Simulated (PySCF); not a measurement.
Calculation: PBE0-D3(BJ)/def2-TZVP (PySCF). Isolated molecules, 0 K electronic values unless said otherwise. 

Reference species (SMILES): `[CH3]` (neutral, multiplicity 2).

```yaml
dipole_moment: 0.00 D
```

Changed species: `C=[SiH]` (radical fragment; the reference has radical fragment).

Question: Give the shifts of the dipole moment.

Answer: the dipole moment rises by 0.63 D, to 0.63 D.
